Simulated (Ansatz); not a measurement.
Computed with Ansatz on PBE0-D4/def2-TZVP structures; ΔE is electronic, products minus reactants. CBS: MP2 limit from def2 TZ/QZ plus the TZ coupled-cluster correction, frozen cores. This one scheme is used for every species. Functionals use def2-TZVPP. HSE06 is defined as in plane-wave codes. No spin–orbit coupling; open shells (•) take unrestricted orbitals. Each species was taken in one conformer, which may not be the lowest.

Reaction (hydrogen abstraction from the O–H bond): `O[SiH2]O` + `[CH3]`• → `[O][SiH2]O`• + CH₄

(1) Is it downhill or uphill in electronic energy at CCSD(T)/CBS, and by how much? (Estimate.)

(2) What do these levels give: PBE-D4, B97M-V, r2SCANh-D4, BHLYP-D4, CAM-B3LYP-D4, BLYP, HSE06, BHLYP, CAM-B3LYP, MP2/def2-SVP, HF/def2-TZVPP, SCS-MP2/def2-TZVPP? (Estimate.)

Largest T1 diagnostic among the species: 0.019.

Answers

(1) Computed: Uphill: ΔE = +0.65 eV.

(2) Ansatz gave: PBE-D4 0.38, B97M-V 0.34, r2SCANh-D4 0.52, BHLYP-D4 0.43, CAM-B3LYP-D4 0.50, BLYP 0.32, HSE06 0.47, BHLYP 0.42, CAM-B3LYP 0.49, MP2/def2-SVP 0.70, HF/def2-TZVPP 0.26, SCS-MP2/def2-TZVPP 0.72 eV.

From BLYP to BHLYP (50 % exact exchange), in def2-TZVPP and without D4, ΔE moves by +0.10 eV. In def2-TZVPP, CCSD(T) changes the Hartree–Fock value by +0.32 eV (the triples alone add +0.01 eV) and MP2 by +0.59 eV. Leaving LDA and LC-ωPBE aside and taking each functional with its dispersion term where it has one, the values, not all of them listed here, spread over 0.28 eV, from BLYP-D4 to PBE-QIDH. LDA lies +0.07 eV from PBE without D4.
